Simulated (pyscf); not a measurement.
A first-order saddle from PySCF, ωB97X-D3(BJ)/def2-SVP:

```xyz
7

C     -1.0165    -0.5402    -0.3506
Cu    -0.5799     0.7860     1.2220
H     -0.3432    -1.3741    -0.6040
H     -1.6527    -0.3151    -1.2213
H     -1.7163    -0.9443     0.4140
F      0.5076     1.5646    -0.3495
H     -0.1334     0.6140    -0.4832
```
Charge 0, spin multiplicity 1.

Surface: singlet, charge 0. Lowest wavenumbers (cm⁻¹): 1084i, 46, 293, 378, 486.

Q: Which two sides does it connect, and which bonds change?

A: H₃C–Cu (SMILES [CH3][Cu]) + HF (SMILES F) ⇌ CH₄ (SMILES C) + F–Cu (SMILES [F][Cu]), a four-centre exchange read from left to right: C–Cu, F–H broken and C–H, Cu–F formed. At CCSD(T)/def2-TZVPP + ΔMP2(QZVPP) it lies +0.46 eV from the left side and +0.98 eV from the right (each side as separated species at their lowest minima found). On the reactant side the descent ends in a complex (not fully relaxed), 0.21 eV under the separated species and 0.55 eV under the saddle at ωB97X-D3(BJ)/def2-TZVP. On the product side the descent ends in an adduct with a C–Cu contact, 0.85 eV under the separated species and 1.85 eV under the saddle at ωB97X-D3(BJ)/def2-TZVP. What is counted as broken (C–Cu) persists as a longer contact in the product adduct; parting that adduct is a step of its own. The reactants may also form a dative adduct at H₃C–Cu; it and routes through it were not searched. At ωB97X-D3(BJ) the barrier from the zero used here is 0.33 eV. One saddle was located; it need not be the lowest between these sides. The CCSD(T) − MP2 part came from Ansatz, without density fitting, on the same reference. The frozen core leaves the outer d or s,p core shells of the metals and heavy elements correlated in the MP2 and CC values, and def2-TZVPP describes them poorly, which can shift differences by a few kcal/mol.
